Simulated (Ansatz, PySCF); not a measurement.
Na(Cl) anion (ClNa), SMILES [Na][Cl] (connectivity only; charge and spin as stated), charge -1, multiplicity 2. Atoms are numbered in the order given.

```xyz
2

Na     0.0000     0.0000    -1.5222
Cl     0.0000     0.0000     0.9818
```
Charge -1, spin multiplicity 2.

Geometry: PBE0-D3(BJ)/def2-TZVPD. The spin state was assumed, not searched.

Two levels are set side by side: PBE-D3(BJ)/def2-TZVPD (Ansatz, a first-principles code) and PBE0-D3(BJ)/def2-TZVPD (Ansatz). Each level has its own optimised geometry; the coordinates shown are those of the second. Frequencies come from the Hessian of PySCF at each geometry. Differences are taken from unrounded values.

```tsv
quantity	PBE0-D3(BJ)
bond Na1–Cl2 (Å)	2.504
highest harmonic wavenumber (cm⁻¹)	265
mean harmonic wavenumber (cm⁻¹)	265
zero-point energy (kcal/mol)	0.38
```

Task: What does PBE-D3(BJ) give, and how far is it from PBE0-D3(BJ)? (The exact figures need the calculation; the answer reports its results.)

Result: 
```csv
quantity,PBE-D3(BJ),PBE-D3(BJ) minus PBE0-D3(BJ)
bond Na1–Cl2 (Å),2.522,0.018
highest harmonic wavenumber (cm⁻¹),256,-9
mean harmonic wavenumber (cm⁻¹),256,-9
zero-point energy (kcal/mol),0.37,-0.01
```
